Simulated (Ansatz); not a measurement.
BH2Cl. The state is a singlet with charge 0. Geometry PBE0-D4/def2-TZVP; atoms count from 1.

Cartesian coordinates in Å:
```
B 0.128 -0.078 -0.029
H 0.093 -0.920 -0.870
H 1.104 0.189 0.597
Cl -1.324 0.809 0.302
```

Estimate the Mulliken populations from the PBE0/def2-TZVP orbitals of Ansatz.


| atom | charge (e) |
| --- | --- |
| B1 | 0.05 |
| H2 | 0.03 |
| H3 | 0.03 |
| Cl4 | -0.11 |
Mulliken values and Mayer orders depend strongly on the basis.

And the Mayer bond orders between bonded heavy atoms (over 0.3)?

B1–Cl4 1.35 (1.73 Å).
